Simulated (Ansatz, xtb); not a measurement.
# Relaxing a trial structure of H2O2P+

The starting geometry of this gas-phase singlet has its atoms placed at random.

```xyz
5

O     0.9375    0.1206    0.0353
O    -0.3330   -1.9087    0.7109
P    -0.2396   -1.2471   -1.1503
H     1.2345   -1.0843   -0.4822
H     1.9768   -0.3990    0.0348
```

**Question.** Guess where an optimisation with r2SCAN-D4/def2-SVP ends from this start.

**Answer.** It ends as a structure given below by its coordinates. Distances that change by over a tenth: O1–H5 (1.16 → 0.98 Å). Contacts that open: P3–H4 (1.63 → 2.61 Å). Contacts that close: O1–P3 (2.16 → 1.97 Å), O1–H4 (1.34 → 0.98 Å), O2–P3 (1.98 → 1.46 Å).

The energy falls by 8.83 eV over 13 steps:

```
step  E − E(last) (eV)
   1             8.829
   2             5.158
   4             1.904
   5             1.217
   6             0.684
   8             0.045
   9             0.017
  10             0.001
  12             0.000
  13             0.000
```

Final geometry (Å):

```yaml
atoms:
  - { symbol: O, position_ang: [1.2888, -0.5252, -0.1612] }
  - { symbol: O, position_ang: [-0.7500, -2.2124, -0.0587] }
  - { symbol: P, position_ang: [-0.6122, -0.8496, -0.5588] }
  - { symbol: H, position_ang: [1.8400, -1.2165, 0.2641] }
  - { symbol: H, position_ang: [1.8096, 0.2851, -0.3370] }
```

From the same start GFN2-xTB reaches the same bonding as this run.

From so rough a start the end depends on the optimiser's path, so another program may land elsewhere. No frequencies were run, so the end isn't proven a minimum. Run with Ansatz 0.2.0, 4.8 s on 2 threads of Intel(R) Xeon(R) 6975P-C (Granite Rapids), on a shared host.
